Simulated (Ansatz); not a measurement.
A made-up structure of MgAlNH3 (charge -1), singlet:

```json
{"atom": "N1", "x (Å)": "-0.6738", "y (Å)": "-0.4246", "z (Å)": "-0.1063"}
{"atom": "Al2", "x (Å)": "0.1561", "y (Å)": "1.1013", "z (Å)": "-1.1285"}
{"atom": "Mg3", "x (Å)": "1.0282", "y (Å)": "-0.3198", "z (Å)": "1.2748"}
{"atom": "H4", "x (Å)": "-1.6359", "y (Å)": "-0.9966", "z (Å)": "-0.2973"}
{"atom": "H5", "x (Å)": "-0.7317", "y (Å)": "1.7332", "z (Å)": "-2.6382"}
{"atom": "H6", "x (Å)": "1.8571", "y (Å)": "-1.0935", "z (Å)": "2.8955"}
```

It is relaxed with PBE-D4/def2-SVPD and then PBE0-D4/def2-TZVPD (Ansatz 0.2.0). Atoms count as bonded within 1.22 times the sum of their covalent radii (H–H: 0.88 Å). The end point is not checked to be a true minimum.

Q: Does its bonding change? (Judge from chemistry; the calculation decides.)

A: The calculation gives: Yes. Formed: Al2–H5; broken: none.

Where it ends: The first stage lowers the energy by 0.88 eV in 4 steps. It ends as MgAlNH₃ ([NH]1[MgH][AlH]1), total charge -1:
```
atom    x (Å)    y (Å)    z (Å)
  N1  -0.6014  -0.3787  -0.0948
 Al2   0.1393   0.9834  -1.0080
 Mg3   0.9183  -0.2853   1.1382
  H4  -1.4602  -0.8900  -0.2651
  H5  -0.6537   1.5475  -2.3558
  H6   1.6577  -0.9768   2.5855
```

Labels in which every atom is bracketed show which atoms are joined, not bond orders.

For scale, one of the runs: PBE0-D4/def2-TZVPD relaxation, 142 basis functions, launched by `ansatz run in.yaml --threads 2 --pin off --events-out ev --progress --plain --max-ram 4352MiB`. Hardware: 2 CPU threads of an Intel Xeon 6975P-C, shared host. Wall time about 18 s.
